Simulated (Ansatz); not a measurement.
SiH3, doublet in cc-pVDZ: errors against full CI

Geometry: a point of a stretch scan, not a stationary point.

```xyz
4

Si   -0.0047   -0.0086   -0.0406
H     1.4105    0.0061    0.4122
H    -0.7259    1.2115    0.4061
H    -0.5534   -0.9792    0.3139
```

Basis cc-pVDZ; Ansatz 0.2.0. Correlated methods freeze the noble-gas cores, which leaves 7 electrons in 28 orbitals. Prefix R: restricted or restricted open-shell reference; prefix U: unrestricted. Active spaces: pair = (3e, 3o) about the gap; valence = (7e, 7o) chosen from the atoms' valence shells.

Full CI is exact within this basis and frozen core; it isn't the basis-set limit. The frozen core follows each run's orbitals, which can shift R against U totals by a few meV.

For open shells CISD is restricted-active-space CI with the open shells as a complete middle space.

```
UHF ⟨S²⟩                          : 0.755
T1 diagnostic (RCCSD)             : 0.0166
largest doubles amplitude (RCCSD) : 0.033
T1 diagnostic (UCCSD)             : 0.0117
```

| level | E − E(full CI) (kJ/mol) | share of correlation (%) | wall time |
| --- | --- | --- | --- |
| RHF | 329.0 | 0.00 | – |
| UHF | 325.0 | 1.20 | – |
| RMP2 | 76.6 | 76.71 | – |
| UMP2 | 76.0 | 76.90 | – |
| CISD | 18.6 | 94.35 | 0.49 s |
| RCCSD | 6.9 | 97.90 | – |
| UCCSD | 6.8 | 97.92 | – |
| RCCSD(T) | 1.6 | 99.52 | 0.55 s |
| UCCSD(T) | 1.5 | 99.53 | 0.54 s |
| BCCD(T) | 1.6 | 99.53 | 0.7 s |
| RCCSDT | 0.1 | 99.96 | – |
| UCCSDT | 0.1 | 99.97 | – |
| RCCSDT(Q) | 0.0 | 99.99 | 4 s |
| UCCSDT(Q) | 0.0 | 100.00 | 3.6 s |
| RCCSDTQ | 0.0 | 100.00 | 12 s (H100) |
| UCCSDTQ | 0.0 | 100.01 | 11 s (H100) |
| CASSCF (pair space) | 293.1 | 10.90 | – |
| NEVPT2 (pair space) | 77.2 | 76.53 | 0.42 s |
| MRCISD (pair space) | 15.0 | 95.43 | – |
| MRCISD+Q (pair space) | -1.4 | 100.42 | 0.55 s |
| CASSCF (valence space) | 224.6 | 31.73 | – |
| NEVPT2 (valence space) | 72.4 | 77.99 | 1.4 s |
| MRCISD (valence space) | 9.9 | 97.00 | – |
| MRCISD+Q (valence space) | 0.5 | 99.85 | 1.8 s |

The correlation energy at full CI, counted from RHF, is -3.409 eV. That run took 8 s on 2 threads of AMD EPYC 7R13 with a shared H100 80 GB, shared host over 33,540,030 determinants.

Times hold each run's SCF and search for its determinant on a shared host, so for small cases they say little of a method's own cost; rows without a card ran on 1 thread of AMD EPYC 7R13.

More than 5 meV below full CI, which no variational method can be: MRCISD+Q (pair space).

The full-CI state has the irrep A' of Cs, in the program's axes.

Natural occupations of full CI about the gap: 1.966 1.954 1.950 0.989 0.027 0.024 0.018 0.011 0.011 0.009; effectively unpaired electrons, Σ n²(2−n)², 1.03.
